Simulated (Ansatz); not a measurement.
# CH3+ (triplet): from Hartree-Fock to the top rungs at distance C1–H3 = 1.341 Å, cc-pVDZ

How much of the correlation energy of CH3+ (triplet) does each wave-function method recover here?

The runs use Ansatz 0.2.0, Gaussian basis; cc-pVDZ, core rule «outside noble gas», up to 1 orbitals frozen.

The runs, in order: UHF; CCSD(T) on ROHF; CCSD(T) on UHF; BCCD(T) on ROHF; CISD; CCSDT(Q) on ROHF; CCSDT(Q) on UHF; CASSCF and MRCISD+Q, 4 electrons in 4 orbitals; CASSCF and NEVPT2, 4 electrons in 4 orbitals; CASSCF and MRCISD+Q, 6 electrons in 7 orbitals; CASSCF and NEVPT2, 6 electrons in 7 orbitals; Full CI.

14 further runs of the same task are left out: 11 that didn't finish, 3 set aside as unsound or not needed.

### Step 1. The geometry

The geometry derives from a PBE0/def2-TZVP stationary point (not a proven minimum). One bond is set to the value named and the two fragments are kept rigid.

4 atoms, charge 1, spin multiplicity 3.

Atoms are counted from 1 here; the program's logs count them from 0.

Bond lengths: C1–H2 1.170 Å, C1–H3 1.341 Å, C1–H4 1.170 Å. Angles: H2–C1–H3 144.3°, H2–C1–H4 71.5°, H3–C1–H4 144.3°.

### Step 2. UHF

in.yaml

```yaml
crystal:
  periodic: [false, false, false]
  atoms:
    - {symbol: C, position_ang: [0.000000, 0.000000, 0.037481]}
    - {symbol: H, position_ang: [0.000000, 0.683459, -0.912554]}
    - {symbol: H, position_ang: [0.000000, 0.000000, 1.378481]}
    - {symbol: H, position_ang: [0.000000, -0.683459, -0.912554]}
basis:
  gaussian: {orbitals: cc-pVDZ}
total_charge: 1
magnetization: {spin_polarized: true, initial_magnetization: 2}
hamiltonian: {xc: hf}
output: {orbitals: {seedname: orbitals}}
```

Started as:

```sh
$ ansatz run in.yaml --threads 1 --pin off --events-out ev --progress --plain --max-ram 2393MiB
```

After this run come: CCSD(T) on ROHF; CCSD(T) on UHF; BCCD(T) on ROHF; CISD; CCSDT(Q) on ROHF; CCSDT(Q) on UHF; CASSCF and MRCISD+Q, 4 electrons in 4 orbitals; CASSCF and NEVPT2, 4 electrons in 4 orbitals; CASSCF and MRCISD+Q, 6 electrons in 7 orbitals; CASSCF and NEVPT2, 6 electrons in 7 orbitals; Full CI.

**Question.** What will the summary of the whole plan be? Wanted: FCI below the RHF energy; RMP2 from FCI; UMP2 from FCI; RCCSD from FCI; RCCSD(T) from FCI; UCCSD(T) from FCI; RCCSDT(Q) from FCI; UCCSDT(Q) from FCI; NEVPT2 pair from FCI.

The runs gave:

| quantity | value |
| --- | --- |
| FCI below the RHF energy | -3.7092 eV |
| RMP2 from FCI | +753.3 meV |
| UMP2 from FCI | +744.3 meV |
| RCCSD from FCI | +90.2 meV |
| RCCSD(T) from FCI | +19.2 meV |
| UCCSD(T) from FCI | +18.2 meV |
| RCCSDT(Q) from FCI | +0.2 meV |
| UCCSDT(Q) from FCI | -0.9 meV |
| NEVPT2 pair from FCI | +608.9 meV |
| MRCISD+Q pair from FCI | +3.3 meV |
| NEVPT2 valence from FCI | +423.4 meV |
| levels within 1 kcal/mol (43 meV) | RCCSD(T), UCCSD(T), BCCD(T), RCCSDT, UCCSDT, RCCSDT(Q), UCCSDT(Q), MRCISD+Q pair, MRCISD+Q valence |
| T1 diagnostic | 0.026 |
| effectively unpaired electrons | 2.03 |

RCCSD(T) misses by +19.2 meV, 0.5 % of the correlation energy. One determinant dominates. Of the multireference levels listed MRCISD+Q pair comes nearest in total energy (+3.3 meV), which doesn't show that its space is the better one. These misses are within one basis, not against nature; the frozen cores of restricted and unrestricted runs differ, which can shift their rows.
